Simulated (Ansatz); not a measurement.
Relaxation of CH₅BMg (8 atoms, charge 0, multiplicity 1), to a largest force component of 0.015 eV/Å in at most 40 steps.

Level of theory: RKS r2SCANh-D4/def2-SVP in Ansatz 0.2.0.

```xyz
8
Properties=species:S:1:pos:R:3
C -0.243 0.688 -0.619
B 0.499 0.455 0.754
Mg 0.502 -1.642 0.973
H -1.309 0.752 -0.355
H -0.005 1.624 -1.132
H -0.157 -0.131 -1.348
H 0.726 1.462 1.327
H 1.022 -3.054 1.855
```

Task: Where does it end, and by what steps?

Result: It converged. After 10 steps the energy has fallen by 0.634 eV; Mg3 moved furthest, 0.52 Å.

```json
{"step": "0", "energy less start (eV)": "0.0000", "largest force component (eV/Å)": "1.556", "accepted": "yes"}
{"step": "1", "energy less start (eV)": "-0.4030", "largest force component (eV/Å)": "0.771", "accepted": "yes"}
{"step": "2", "energy less start (eV)": "-0.5890", "largest force component (eV/Å)": "0.257", "accepted": "yes"}
{"step": "3", "energy less start (eV)": "-0.6240", "largest force component (eV/Å)": "0.141", "accepted": "yes"}
{"step": "4", "energy less start (eV)": "-0.6233", "largest force component (eV/Å)": "0.287", "accepted": "no"}
{"step": "5", "energy less start (eV)": "-0.6320", "largest force component (eV/Å)": "0.037", "accepted": "yes"}
{"step": "6", "energy less start (eV)": "-0.6323", "largest force component (eV/Å)": "0.120", "accepted": "yes"}
{"step": "7", "energy less start (eV)": "-0.6336", "largest force component (eV/Å)": "0.025", "accepted": "yes"}
{"step": "8", "energy less start (eV)": "-0.6341", "largest force component (eV/Å)": "0.047", "accepted": "yes"}
{"step": "9", "energy less start (eV)": "-0.6342", "largest force component (eV/Å)": "0.025", "accepted": "yes"}
{"step": "10", "energy less start (eV)": "-0.6342", "largest force component (eV/Å)": "0.005", "accepted": "yes"}
```

```xyz
8
Properties=species:S:1:pos:R:3
C -0.276 0.786 -0.748
B 0.390 0.376 0.606
Mg 0.785 -1.754 1.393
H -1.326 0.959 -0.421
H 0.052 1.754 -1.158
H -0.325 0.037 -1.550
H 0.642 1.325 1.332
H 1.095 -3.330 1.999
```

Time of the run: 35 s on 1 thread of Arm Neoverse V2, on a shared host, peak memory 0.15 GiB.
